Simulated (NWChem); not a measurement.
SiH4 cation, doublet; SMILES of the neutral closed-shell parent [SiH4]

```xyz
5

Si     0.0000     0.0000    -0.0816
H      0.0000    -1.3113    -0.7383
H      0.0000     1.3113    -0.7383
H      0.7526     0.0000     1.3094
H     -0.7526     0.0000     1.3094
```
Atoms are numbered in this order, from 1.

Program: NWChem. Spin-unrestricted. The geometry was optimised at B3LYP/6-31G* (spherical d), spin-unrestricted. This spin state was assumed; another may lie lower. No stability test was run on the SCF state. Vertical excitations in the gas phase; the lowest state need not have the same character in each row. Excited states of an open shell can be spin-contaminated.

```json
[
 {"level": "PBE/def2-SVP, TDA", "lowest excitation (eV)": "2.93", "oscillator strength of that lowest state": "0.000", "lowest state with f > 0.02 (eV)": "7.09", "oscillator strength of that bright state": "0.099", "lowest empty minus highest occupied level, either spin (eV)": "1.74"},
 {"level": "B3LYP/def2-SVP, TDA", "lowest excitation (eV)": "3.36", "oscillator strength of that lowest state": "0.000", "lowest state with f > 0.02 (eV)": "7.31", "oscillator strength of that bright state": "0.105", "lowest empty minus highest occupied level, either spin (eV)": "3.45"},
 {"level": "LDA (Slater exchange, VWN5)/def2-SVP, TDA", "lowest excitation (eV)": "2.69", "oscillator strength of that lowest state": "0.000", "lowest state with f > 0.02 (eV)": "7.09", "oscillator strength of that bright state": "0.103", "lowest empty minus highest occupied level, either spin (eV)": "1.36"},
 {"level": "BHandHLYP/def2-SVP, TDA", "lowest excitation (eV)": "4.07", "oscillator strength of that lowest state": "0.000", "lowest state with f > 0.02 (eV)": "7.62", "oscillator strength of that bright state": "0.115", "lowest empty minus highest occupied level, either spin (eV)": "6.28"}
]
```
